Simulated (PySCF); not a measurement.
Here is a job for PySCF.
```python
from pyscf import gto, scf, dft

mol = gto.Mole()
mol.atom = '''
    S    -0.000362   -0.002134    0.103903
    H    -0.038472    1.008615   -0.811003
    H     0.044257   -0.974478   -0.851437
'''
mol.basis = 'aug-cc-pvdz'
mol.charge = 1
mol.spin = 5
mol.verbose = 3
mol.build()

mf = dft.UKS(mol)
mf.xc = 'b3lyp'
mf.kernel()
mf.analyze()
```

Task: What number of basis functions does B3LYP/aug-cc-pVDZ (PySCF) give?

Result: 45

Task: What nuclear repulsion energy does B3LYP/aug-cc-pVDZ give?

Result: 12.6825 Eh

Task: What HOMO energy does B3LYP/aug-cc-pVDZ give?

Result: -10.75 eV

Task: What is the computed total energy (B3LYP/aug-cc-pVDZ)?

Result: -796.693486 Ry

Task: Predict the <S^2> from B3LYP/aug-cc-pVDZ.

Result: 8.751

These values belong to the state on which the SCF converged, which isn't shown to be the lowest.
